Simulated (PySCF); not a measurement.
A species of formula C4H7NO has this rotational fingerprint, computed with PBE0-D3(BJ)/def2-SVP geometry optimisation, gas phase in PySCF 2.14.0:

| Item | Value |
| --- | --- |
| Rotational constants | A = 18642, B = 1420, C = 1353 MHz |
| Dipole components | \|μa\| = 3.75 D, \|μb\| = 0.31 D, \|μc\| = 0.05 D |
| Inertial defect | -9.60 u·Å² |
| κ | -0.99 |

Problem. Which candidate fits, each taken in the one conformer that was computed?
A. `[O:1]=[C:2]1[CH2:3][CH2:4][CH2:5][NH:6]1` with O1–C2–C3–C4 -167°, C2–C3–C4–C5 -27°, C3–C4–C5–N6 29°, C4–C5–N6–C2 -21°
B. 2-methyl-2-oxazoline, `CC1=NCCO1`
C. `[CH3:1][O:2][CH2:3][CH2:4][C:5]#[N:6]` with C1–O2–C3–C4 -179°, O2–C3–C4–C5 -179°
D. `[CH3:1][O:2][C@@H:3]([CH3:4])[C:5]#[N:6]` with C1–O2–C3–C4 172° ((2S)-2-methoxypropanenitrile)
E. `[CH2:1]=[N:2][C:3](=[O:4])[CH2:5][CH3:6]` with C1–N2–C3–O4 55°, N2–C3–C5–C6 178°

Solution. C. It is COCCC#N, a near-prolate asymmetric top. The candidates at the same level (rigid rotor, commonest isotopes):

```
        SMILES  A (MHz)  B (MHz)  C (MHz)  μa (D)  μb (D)  μc (D)  Δ (u·Å²)  point group                        rotor
       COCCC#N    18642     1420     1353    3.75    0.31    0.05     -9.60            –  near-prolate asymmetric top
     CC1=NCCO1     7823     3460     2513    0.72    1.11    0.00     -9.56            –               asymmetric top
CO[C@@H](C)C#N     4393     3359     2042    2.33    1.59    1.40    -18.01           C1               asymmetric top
    C=NC(=O)CC     8813     2286     1950    0.68    1.88    1.26    -19.25           C1  near-prolate asymmetric top
     O=C1CCCN1     7235     3476     2491    3.80    0.73    0.32    -12.38           C1               asymmetric top
```

`C=NC(=O)CC` has B 61 % too high; `O=C1CCCN1` has B 145 % too high; `CO[C@@H](C)C#N` has B 137 % too high; `CC1=NCCO1` has B 144 % too high. No structure here is proved a minimum.
